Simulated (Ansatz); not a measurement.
What a change of settings does to a run on Ge

The cell was built from the diamond type and relaxed in the same program; it needn't be a known or the stable phase. The listed cell was then made from it by scaling, straining or moving an atom.

First run: DFT, PBE, PAW with Ansatz's default frozen-core files, scalar-relativistic (Ansatz 0.2.0).

Command: `ansatz run input.yaml --threads 1 --pin off --max-ram 2048MiB --backend cpu --events-out ev --progress --plain --runs-dir out` The run took 2.8 s on 1 thread of AMD EPYC 7R13 Processor (Zen 3), with other jobs on the host.

```yaml
crystal:
  lattice:
    - [0.0, 2.9372003299, 2.9372003299]
    - [2.9372003299, 0.0, 2.9372003299]
    - [2.9372003299, 2.9372003299, 0.0]
  atoms:
    - { symbol: Ge, position: [0.0, 0.0, 0.0] }
    - { symbol: Ge, position: [0.25, 0.25, 0.25] }
kpoints:
  mp_grid: { grid: [11, 11, 11] }
scf:
  occupations: { method: fermi_dirac, width: 0.05 }
hamiltonian:
  xc: pbe
  pseudopotentials: { kind: paw }
output:
  forces: true
  stress: true
  eigenvalues: true
  efg: { contact_densities: true }
```

Result: converged; pressure -2.96 GPa; no gap on the k mesh; 7 SCF iterations.

The input is then changed:

```diff
@@ -10,7 +10,8 @@
   mp_grid: { grid: [11, 11, 11] }
 scf:
-  occupations: { method: fermi_dirac, width: 0.05 }
+  occupations: { method: methfessel_paxton, width: 0.025 }
+  mixing: { algorithm: anderson, beta: 0.2 }
 hamiltonian:
-  xc: pbe
+  xc: revpbe
   pseudopotentials: { kind: paw }
 output:
```

Question: What does the second run give?

Answer: It converged; pressure -1.92 GPa; no gap on the k mesh; 7 SCF iterations.
